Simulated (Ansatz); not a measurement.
**Thallium, hcp under LDA: convergence with the cold (Marzari-Vanderbilt) smearing**

How small must the cold (Marzari-Vanderbilt) smearing width be for energy and pressure to settle? The geometry was relaxed under LDA beforehand and stays fixed; 7 values are run, from 0.01 to 1.0 eV. Wanted are the values from which on the energy stays within 10 and 1 meV/atom, and the pressure within 0.5 GPa, of the narrowest run. Within the series other settings stay, but some runs also write fields, which adds to their time. Spin polarisation is left out.

Method: DFT LDA, plane waves with PAW, scalar-relativistic, in Ansatz 0.2.0.

## (1) The structure to begin with

The structure is hexagonal, space group P6_3/mmc (No. 194). Conventional cell: a = 3.401 Å, b = 3.401 Å, c = 5.443 Å, α = 90.00°, β = 90.00°, γ = 120.00°. Around Tl (site symmetry -6m2) lie 12 Tl at 3.36 to 3.40 Å.

Structure file:

```cif
data_structure
_symmetry_space_group_name_H-M 'P6_3/mmc'
_symmetry_Int_Tables_number 194
_cell_length_a 3.4014
_cell_length_b 3.4014
_cell_length_c 5.4430
_cell_angle_alpha 90.000
_cell_angle_beta 90.000
_cell_angle_gamma 120.000
_cell_volume 54.54
loop_
_atom_site_label
_atom_site_type_symbol
_atom_site_symmetry_multiplicity
_atom_site_Wyckoff_symbol
_atom_site_fract_x
_atom_site_fract_y
_atom_site_fract_z
_atom_site_occupancy
Tl1 Tl 2 c 0.33333 0.66667 0.25000 1
```

## (2) Run at 0.01 eV

The run at 0.01 eV.

Contents of input.yaml:

```yaml
crystal:
  lattice:
    - [3.4014029632, 0.0, 0.0]
    - [-1.7007014816, 2.9457013746, 0.0]
    - [0.0, 0.0, 5.4430041633]
  atoms:
    - { symbol: Tl, position: [0.3333333333, 0.6666666667, 0.25] }
    - { symbol: Tl, position: [0.6666666667, 0.3333333333, 0.75] }
hamiltonian:
  xc: lda
  pseudopotentials:
    kind: paw
    azcp:
      Tl: "pseudopotentials/Tl.paw.azcp"
basis:
  ecutwfc: 420
  fft_grid_basis: typed
kpoints:
  mp_grid: { grid: [11, 11, 6], shift: [0, 0, 0] }
magnetization:
  spin_polarized: false
scf:
  occupations: { method: cold, width: 0.01 }
  lower_state_search: "off"
output:
  stress: true
```

The run is started by

```
$ ansatz run input.yaml --threads 2 --pin off --max-ram 5120MiB --backend cpu --events-out ev --progress --plain --runs-dir out
```

## (3) Run at 0.03 eV

The run at 0.03 eV.

Edit input.yaml of step 2 so:

```diff
@@ -22,3 +22,3 @@
 scf:
-  occupations: { method: cold, width: 0.01 }
+  occupations: { method: cold, width: 0.03 }
   lower_state_search: "off"
```

## (4) Run at 0.1 eV

The run at 0.1 eV.

Edit input.yaml of step 3 so:

```diff
@@ -22,3 +22,3 @@
 scf:
-  occupations: { method: cold, width: 0.03 }
+  occupations: { method: cold, width: 0.1 }
   lower_state_search: "off"
```

## (5) Run at 0.2 eV

The run at 0.2 eV.

Edit input.yaml of step 4 so:

```diff
@@ -22,3 +22,3 @@
 scf:
-  occupations: { method: cold, width: 0.1 }
+  occupations: { method: cold, width: 0.2 }
   lower_state_search: "off"
@@ -26 +26,5 @@
   stress: true
+  write_density: true
+  write_potential: true
+  elf: true
+  volumetric_format: npy
```

## (6) Run at 0.3 eV

The run at 0.3 eV.

Edit input.yaml of step 5 so:

```diff
@@ -22,3 +22,3 @@
 scf:
-  occupations: { method: cold, width: 0.2 }
+  occupations: { method: cold, width: 0.3 }
   lower_state_search: "off"
@@ -26,5 +26 @@
   stress: true
-  write_density: true
-  write_potential: true
-  elf: true
-  volumetric_format: npy
```

## (7) Run at 0.6 eV

The run at 0.6 eV.

Edit input.yaml of step 6 so:

```diff
@@ -22,3 +22,3 @@
 scf:
-  occupations: { method: cold, width: 0.3 }
+  occupations: { method: cold, width: 0.6 }
   lower_state_search: "off"
@@ -26 +26,5 @@
   stress: true
+  write_density: true
+  write_potential: true
+  elf: true
+  volumetric_format: npy
```

## (8) Run at 1.0 eV

The run at 1.0 eV.

Edit input.yaml of step 7 so:

```diff
@@ -22,3 +22,3 @@
 scf:
-  occupations: { method: cold, width: 0.6 }
+  occupations: { method: cold, width: 1.0 }
   lower_state_search: "off"
@@ -26,5 +26 @@
   stress: true
-  write_density: true
-  write_potential: true
-  elf: true
-  volumetric_format: npy
```

(Steps that only read results are left out.)

Q: Predict the outcome of this session.

As calculated:

```
                                           quantity                       value
       E(σ → 0) stays within 10 meV/atom of 0.01 eV                up to 1.0 eV
                   E(σ → 0) stays within 1 meV/atom                up to 0.2 eV
                      pressure stays within 0.5 GPa                up to 1.0 eV
                                pressure at 0.01 eV                   -0.05 GPa
energy of a separate run on a finer mesh (17×17×10)  +2.3 meV/atom from 0.01 eV
```

**Reading.** The far end, 1.0 eV, lies +10.0 meV/atom and 0.0 GPa from the yardstick. Over the range F shifts by +7.0 meV/atom, while E(σ → 0) shifts by +10.0. This scheme cancels the term in the square of the width, so F moves little up to 0.2 eV. The mesh (11×11×6) is fixed, so the narrowest widths carry a k-point error of their own. The yardstick itself is unsettled by 2.3 meV/atom against the finer mesh, so the thresholds above hold only within this series, and wider smearing, which averages over more states, can land nearer the fine-mesh value than the narrowest does.
